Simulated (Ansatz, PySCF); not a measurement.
Barrier height from CHN (SMILES C#N) to the transition structure CHN, without zero-point energy, on the benchmark's geometries as Psi4's copy of the set gives them.
Transition structure (charge 0, multiplicity 1):
```
atom    x (Å)    y (Å)   z (Å)
----  -------  -------  ------
C      0.0803   0.6203  0.0000
N      0.0803  -0.5681  0.0000
H     -1.0441   0.2551  0.0000
```
Reactant (charge 0, multiplicity 1):
```xyz
3

C      0.0000     0.0000    -0.5004
N      0.0000     0.0000     0.6526
H      0.0000     0.0000    -1.5663
```

Open shells are unrestricted; no spin–orbit coupling.

Frozen-core correlation. Rows in 6-31G* carry no dispersion term and start afresh at each structure (6-31G* with six Cartesian d functions).

Run with Ansatz (an electronic-structure program) with Gaussian orbitals; PySCF for 6-31G* rows, the dispersion terms. 

```
level                     barrier height (kJ/mol)
------------------------  -----------------------
BLYP-D3(BJ)/def2-TZVPPD                     195.6
B3LYP/6-31G*                           (withheld)
B3LYP/def2-TZVPPD                           198.3
BHLYP-D3(BJ)/def2-TZVPPD                    200.6
CAM-B3LYP-D4/def2-TZVPPD                    197.1
CCSD/aug-cc-pVDZ                            195.7
CCSD/aug-cc-pVQZ                            201.2
CCSD(T)/aug-cc-pVTZ                         198.6
CCSDT(Q)/cc-pVDZ                            197.2
```

Problem. Complete the blanks.

Solution. 
- B3LYP/6-31G*, barrier height (kJ/mol): 209.1
